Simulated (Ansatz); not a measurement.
**Pt: which structure is lowest?**

Method: Ansatz 0.2.0, DFT, PBEsol, plane waves (420 eV) with PAW, scalar-relativistic. The PAW files were generated under PBE, with cores re-solved for the functional.

Each structure is relaxed within its own symmetry, so a high-lying one may be dynamically unstable.

Question: Rank these structures of platinum by energy per atom, lowest first.
A. omega (AlB2-type)
B. A15
C. bcc
D. diamond
E. fcc
F. hcp
G. simple cubic
H. dhcp

Answer: E (0 meV/atom), H (31 meV/atom), F (63 meV/atom), C (110 meV/atom), A (163 meV/atom), B (289 meV/atom), G (544 meV/atom), D (1282 meV/atom).

| structure | ΔE (meV/atom) | V (Å³/atom) | cell | magnetic state |
| --- | --- | --- | --- | --- |
| fcc | 0 | 15.05 | a = 3.919 Å | spin not included |
| dhcp | 31 | 15.10 | a = 2.755 Å, c = 9.187 Å (c/a = 3.335) | spin not included |
| hcp | 63 | 15.15 | a = 2.732 Å, c = 4.686 Å (c/a = 1.715) | spin not included |
| bcc | 110 | 15.23 | a = 3.123 Å | spin not included |
| omega (AlB2-type) | 163 | 15.41 | a = 4.473 Å, c = 2.667 Å (c/a = 0.596) | spin not included |
| A15 | 289 | 15.60 | a = 4.998 Å | spin not included |
| simple cubic | 544 | 17.34 | a = 2.588 Å | spin not included |
| diamond | 1282 | 23.06 | a = 5.693 Å | spin not included |

ΔE counts from fcc.

Differences under about 8 meV lie within the error of the k-point mesh.
